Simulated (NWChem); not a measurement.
# hydrogen cyanide (CHN); SMILES C#N

```xyz
3

C      0.0000     0.0000    -0.4915
N      0.0000     0.0000     0.6622
H      0.0000     0.0000    -1.5711
```
Atoms are numbered in this order, from 1.

Results from NWChem. Coordinates come from a PBE0/def2-SVP optimisation. GIAO values for the isolated, static molecule; σ is the absolute isotropic shielding.

```json
[
 {"level": "B3LYP/pcSseg-0", "basis functions": "20", "σ C1 (ppm)": "68.1", "σ N2 (ppm)": "(withheld)", "σ H3 (ppm)": "(withheld)"},
 {"level": "B3LYP/pcSseg-1", "basis functions": "39", "σ C1 (ppm)": "69.8", "σ N2 (ppm)": "-53.5", "σ H3 (ppm)": "28.82"},
 {"level": "B3LYP/pcSseg-2", "basis functions": "86", "σ C1 (ppm)": "67.9", "σ N2 (ppm)": "-52.0", "σ H3 (ppm)": "28.74"},
 {"level": "B3LYP/pcSseg-3", "basis functions": "177", "σ C1 (ppm)": "67.4", "σ N2 (ppm)": "-52.0", "σ H3 (ppm)": "28.67"}
]
```

### Question
Complete the blanks.

### Answer

- B3LYP/pcSseg-0, σ N2 (ppm): -57.3
- B3LYP/pcSseg-0, σ H3 (ppm): 29.89
